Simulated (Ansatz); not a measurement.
Ansatz (an electronic-structure program) input (B3LYP-D3(BJ)/def2-TZVP):

Ansatz 0.2 input:
```yaml
crystal:
  periodic: [false, false, false]
  atoms:
    - {symbol: C, position_ang: [0.01373228, -0.00813294, 0.99670901]}
    - {symbol: C, position_ang: [0.03045677, -0.01723866, 2.22495702]}
    - {symbol: C, position_ang: [-0.00671994, 0.00296340, -0.49446811]}
    - {symbol: H, position_ang: [-0.00897594, 1.03198090, -0.90592723]}
    - {symbol: H, position_ang: [0.87408383, -0.50977846, -0.92984029]}
    - {symbol: H, position_ang: [-0.90264926, -0.50387709, -0.90511575]}
basis:
  gaussian:
    orbitals: def2-TZVP
hamiltonian:
  xc: b3lyp
  dispersion: d3bj
total_charge: -1
relax: {f_tol: 0.002, max_steps: 150}
```

Output:

```
Functional definition: B3LYP
integrals: 0.02 GiB planned
672 factors; their error is unknown
mean field: 0.28 GiB planned
mean field evaluation 1: about -3154.1993 eV, gradient 4.1e1 eV
mean field evaluation 2: about -3120.1240 eV, gradient 9.3e1 eV
mean field evaluation 4: about -3158.4294 eV, gradient 9.9e0 eV
mean field evaluation 8: about -3158.6707 eV, gradient 1.1e-1 eV
mean field evaluation 16: about -3158.6676 eV, gradient 1.1e-4 eV
mean field -3158.66755386 eV, -116.0788915827 hartree, gradient 2.3e-5 eV, S^2 0.000000; 0 other end points of the search recorded, 0 dependent functions left out
the calculation of the forces begins
reference -3158.66776696 eV, -116.0788994138 hartree; 11, 11 occupied and 100, 100 virtual orbitals, 672 factors
relax step   1: F+E_penalty+E_count = -3158.80974369 eV  Δ(F+E_penalty+E_count) = +0.000e0 eV  max|allowed force component| = 1.606e0 eV/Å  Δτ_max = 0.0000 Å  (28 SCF iters, accepted)
these checks for a lower state are left out or cut short: starts, cluster_reference, orbital_swaps, neighbouring_geometries, increment
integrals: 0.02 GiB planned
672 factors; their error is unknown
mean field: 0.28 GiB planned
mean field -3158.68338475 eV, -116.0794733570 hartree, gradient 1.2e-5 eV, S^2 0.000000; 0 other end points of the search recorded, 0 dependent functions left out
the calculation of the forces begins
reference -3158.68359720 eV, -116.0794811645 hartree; 11, 11 occupied and 100, 100 virtual orbitals, 672 factors
relax step   2: F+E_penalty+E_count = -3158.82585536 eV  Δ(F+E_penalty+E_count) = -1.611e-2 eV  max|allowed force component| = 3.765e-1 eV/Å  Δτ_max = 0.0115 Å  (31 SCF iters, accepted)
these checks for a lower state are left out or cut short: starts, cluster_reference, orbital_swaps, neighbouring_geometries, increment
integrals: 0.02 GiB planned
672 factors; their error is unknown
mean field: 0.28 GiB planned
mean field evaluation 32: about -3158.6851 eV, gradient 1.2e-5 eV
mean field -3158.68508168 eV, -116.0795357180 hartree, gradient 1.2e-5 eV, S^2 0.000000; 0 other end points of the search recorded, 0 dependent functions left out
the calculation of the forces begins
reference -3158.68529354 eV, -116.0795435039 hartree; 11, 11 occupied and 100, 100 virtual orbitals, 672 factors
relax step   3: F+E_penalty+E_count = -3158.82778306 eV  Δ(F+E_penalty+E_count) = -1.928e-3 eV  max|allowed force component| = 5.638e-2 eV/Å  Δτ_max = 0.0053 Å  (31 SCF iters, accepted)
these checks for a lower state are left out or cut short: starts, cluster_reference, orbital_swaps, neighbouring_geometries, increment
integrals: 0.02 GiB planned
672 factors; their error is unknown
mean field: 0.28 GiB planned
mean field -3158.68516688 eV, -116.0795388492 hartree, gradient 1.2e-5 eV, S^2 0.000000; 0 other end points of the search recorded, 0 dependent functions left out
the calculation of the forces begins
reference -3158.68537871 eV, -116.0795466339 hartree; 11, 11 occupied and 100, 100 virtual orbitals, 672 factors
relax step   4: F+E_penalty+E_count = -3158.82783881 eV  Δ(F+E_penalty+E_count) = -5.575e-5 eV  max|allowed force component| = 1.463e-2 eV/Å  Δτ_max = 0.0012 Å  (32 SCF iters, accepted)
these checks for a lower state are left out or cut short: starts, cluster_reference, orbital_swaps, neighbouring_geometries, increment
integrals: 0.02 GiB planned
672 factors; their error is unknown
mean field: 0.28 GiB planned
mean field -3158.68519032 eV, -116.0795397105 hartree, gradient 1.2e-5 eV, S^2 0.000000; 0 other end points of the search recorded, 0 dependent functions left out
the calculation of the forces begins
reference -3158.68540216 eV, -116.0795474956 hartree; 11, 11 occupied and 100, 100 virtual orbitals, 672 factors
relax step   5: F+E_penalty+E_count = -3158.82785026 eV  Δ(F+E_penalty+E_count) = -1.145e-5 eV  max|allowed force component| = 1.588e-3 eV/Å  Δτ_max = 0.0006 Å  (32 SCF iters, accepted)
integrals: 0.02 GiB planned
672 factors; their error is unknown
mean field: 0.28 GiB planned
mean field evaluation 64: about -3158.6852 eV, gradient 4.6e-2 eV
mean field -3158.68519032 eV, -116.0795397105 hartree, gradient 1.2e-5 eV, S^2 0.000000; 1 other end points of the search recorded, 0 dependent functions left out
the calculation of the forces begins
reference -3158.68540216 eV, -116.0795474956 hartree; 11, 11 occupied and 100, 100 virtual orbitals, 672 factors
Total energy: -3158.82806210 eV, -116.0847901517 hartree
Atom 0 at     0.013504    -0.008012     0.980795 Å, force    -0.000072     0.000033     0.000727 eV/Å
Atom 1 at     0.030451    -0.017242     2.218256 Å, force     0.000025    -0.000011    -0.001588 eV/Å
Atom 2 at    -0.006613     0.002909    -0.483466 Å, force     0.000034    -0.000014     0.000349 eV/Å
Atom 3 at    -0.008983     1.021173    -0.902235 Å, force     0.000004     0.000407     0.000173 eV/Å
Atom 4 at     0.864814    -0.504386    -0.925620 Å, force     0.000361    -0.000211     0.000167 eV/Å
Atom 5 at    -0.893245    -0.498525    -0.901417 Å, force    -0.000352    -0.000205     0.000173 eV/Å
Dipole moment:    -0.019875     0.010799    -1.448173 e Å
```

It need not be the lowest isomer of its formula. Whether it binds its extra electron was not tested at this geometry.
